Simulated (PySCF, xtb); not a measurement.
Cl₄Si, SMILES Cl[Si](Cl)(Cl)Cl (connectivity only; charge and spin as stated), charge +1, multiplicity 2.

Harmonic wavenumbers (cm⁻¹) from GFN2-xTB run with xtb 6.7.1 at its own minimum, in rising order: 73, 73, 122, 122, 122, 359, 384, 384, 384.

Question: What does PBE-D3(BJ)/def2-SVP in PySCF 2.14.0 give at its own minimum? (Estimate from the structure and the level; the computed values follow.)

Answer: 96, 113, 122, 122, 175, 395, 510, 519, 519. Paired by order, the mean absolute difference is 61 cm⁻¹ and the zero-point energies are 2.9 and 3.7 kcal/mol.
